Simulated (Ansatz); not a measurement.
CaB6-type LaB6, treated with r²SCAN (Ansatz, an electronic-structure program, plane waves, PAW).

From the output:

```
WARN output.stress: scf.convergence.dr2_threshold = 1.6e-8 eV (the default of a walk held to its f_tol) is looser than the 7e-10 eV advised for a printed …
Relaxation: its limit of steps is 80 (relax.max_steps)
Crystal: 7 atoms, lattice volume = 68.745 Å³
Basis set: ecut = 560 eV, 2103 PW (Γ), exchange–correlation on 96×96×96 points (27 copies of the dense FFT grid, shifted against one another)
Bands: 22, of which v1, the nominal top of the filled ones, is band 15 counted from 1 (14 counted from 0)
Symmetry: 48 space group operations
Space group: Pm-3m (ITA 221), of the structure as read, at distance tolerance 4.1e-5 Å
k-points: 120 of 2744
Functional: x = r2scan, c = r2scan; τ floored in thin density (d = 2e-4 eV/Å³)
SCF iter   1: F=—  HF=-7208.224147 eV  |F-HF|=—  |Δ(HF+E_count)|=         —  Δρ=1.04e-2  dr2=9.20e-2  dr2_τ=9.86e-1
SCF iter   2: F=—  HF=-7208.337867 eV  |F-HF|=—  |Δ(HF+E_count)|=   1.14e-1  Δρ=5.79e-3  dr2=2.69e-2  dr2_τ=9.18e-4
  ...
SCF 1 converged in 6 iterations: F = -7208.331617 eV  dr2 = 2.03e-8
Crystal: 7 atoms, lattice volume = 68.745 Å³
Initial density: handed on by an earlier stage of this run
SCF 2 converged in 3 iterations: F = -7208.332356 eV  dr2 = 5.09e-8
Crystal: 7 atoms, lattice volume = 68.745 Å³
SCF 3 converged in 3 iterations: F = -7208.332636 eV  dr2 = 1.37e-7
Crystal: 7 atoms, lattice volume = 68.745 Å³
SCF 4 converged in 3 iterations: F = -7208.332636 eV  dr2 = 6.96e-10
relax step   4: F+E_penalty+E_count = -7208.33263592 eV  Δ(F+E_penalty+E_count) = -4.520e-8 eV  max|allowed force component| = 4.025e-4 eV/Å  Δτ_max = 0.0000 Å  (3 SCF iters, accepted)
Crystal: 7 atoms, lattice volume = 68.745 Å³
SCF iter   1: F=—  HF=-7208.332636 eV  |F-HF|=—  |Δ(HF+E_count)|=         —  Δρ=1.01e-6  dr2=6.97e-10  dr2_τ=1.59e-11
SCF iter   2: F=-7208.332636 eV  HF=-7208.332636 eV  |F-HF|=1.01e-10  |Δ(HF+E_count)|=  1.19e-10  Δρ=6.69e-7  dr2=3.18e-10  dr2_τ=4.44e-12
SCF 5 converged in 2 iterations: F = -7208.332636 eV  dr2 = 3.18e-10
SCF converged after 2 iterations
Free energy (F): -7208.332636 eV
Internal energy: -7208.325291 eV  (E = F + TS)
E sigma→0 (E₀):  -7208.328963 eV
Fermi energy:    12.881583 eV
--- Forces (eV/Å), atoms counted from 1 ---
  atom   1  La    -0.00000000     0.00000000    -0.00000000
  atom   2  B     -0.00040225    -0.00000000    -0.00000000
  atom   3  B     -0.00000000     0.00040225     0.00000000
  atom   4  B      0.00000000    -0.00040225     0.00000000
  atom   5  B      0.00040225     0.00000000     0.00000000
  atom   6  B     -0.00000000     0.00000000    -0.00040225
  atom   7  B     -0.00000000     0.00000000     0.00040225
--- Stress (GPa, compression-positive) ---
        7.900545       0.000000       0.000000
       -0.000000       7.900545       0.000000
        0.000000       0.000000       7.900545
  P = ⅓ Tr σ = 7.9005 GPa (79.005 kbar)
```

### Question
Write an input file that produces this run.

### Answer
Several could match; the one computed here: 
Ansatz 0.2 input:
```yaml
crystal:
  lattice:
    - [4.0965057567, 0.0, 0.0]
    - [0.0, 4.0965057567, 0.0]
    - [0.0, 0.0, 4.0965057567]
  atoms:
    - { symbol: La, position: [0.0, 0.0, 0.0] }
    - { symbol: B, position: [0.7999777954, 0.5, 0.5] }
    - { symbol: B, position: [0.5, 0.2000222046, 0.5] }
    - { symbol: B, position: [0.5, 0.7999777954, 0.5] }
    - { symbol: B, position: [0.2000222046, 0.5, 0.5] }
    - { symbol: B, position: [0.5, 0.5, 0.7999777954] }
    - { symbol: B, position: [0.5, 0.5, 0.2000222046] }
basis:
  ecutwfc: 560
  ecutrho_ratio: 4
  xc_grid: 3
kpoints:
  mp_grid: { grid: [14, 14, 14] }
hamiltonian:
  xc: r2scan
  dispersion: none
  pseudopotentials: { kind: paw }
scf:
  occupations: { method: fermi_dirac, width: 0.05 }
output:
  forces: true
  stress: true
  eigenvalues: true
relax:
  f_tol: 0.004
  escape_saddle: false
  max_steps: 80
```

The cell is one volume of an energy–volume scan, off the minimum.

The PAW data were made under PBE.
